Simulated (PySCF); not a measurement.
CHN, SMILES C#N. Atoms are numbered in the order given.

```xyz
3

C      0.0000     0.0000     0.4964
N      0.0000     0.0000    -0.6492
H      0.0000     0.0000     1.5660
```

The structure is a stationary point at ωB97X-D3(BJ)/def2-TZVPD.

Computed with B3LYP/pcJ-2 (PySCF).

Isotropic couplings with Fermi-contact, spin-dipole and both spin-orbit terms, one fixed conformer, no vibrational averaging. Isotopes: 13C, 14N, 1H.

Estimate the spin–spin coupling constants. (Estimate from the structure and the level; the computed values follow.)


| pair | bonds apart | J (Hz) |
|---|---|---|
| C1–N2 | 1 | 13.9 |
| C1–H3 | 1 | 281.3 |
| N2–H3 | 2 | 5.7 |
